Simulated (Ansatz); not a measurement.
C–O–SiH⁺, quintet in cc-pVDZ: errors against UCCSDT(Q)

Geometry: that of the C–O–SiH, quartet, kept fixed. The triplet lies 3.9 eV lower here.

```xyz
4

C     0.0000    0.3330    1.7224
O     0.0000   -0.3122    0.6305
Si    0.0000   -0.0152   -1.0422
H     0.0000    1.4114   -1.4926
```

Basis cc-pVDZ; Ansatz 0.2.0. Correlated methods freeze the noble-gas cores, which leaves 14 electrons in 44 orbitals. Prefix R: restricted or restricted open-shell reference; prefix U: unrestricted.

Full CI isn't at hand for all of this; UCCSDT(Q) serves as the reference, and is uncertain by the last step of the cluster series or more. The frozen core follows each run's orbitals, which can shift R against U totals by a few meV.

* UHF ⟨S²⟩: 6.088
* T1 diagnostic (RCCSD): 0.0800
* largest doubles amplitude (RCCSD): 0.056
* T1 diagnostic (UCCSD): 0.0390

Task: From what is known of these methods and the diagnostics, rank them by the size of their error in total energy against UCCSDT(Q) in cc-pVDZ, smallest first (an estimate: the text doesn't fix the numbers).
A. RCCSD
B. RCCSDT(Q)
C. RMP2
D. RHF
E. UMP2

Result: B (10 meV), A (392 meV), E (1083 meV), C (1255 meV), D (9341 meV).

All errors are against UCCSDT(Q) in cc-pVDZ. T1 is large (0.080) while the doubles stay small, which points to orbital relaxation. Within each family the higher level lies nearer, as is usual though not guaranteed.
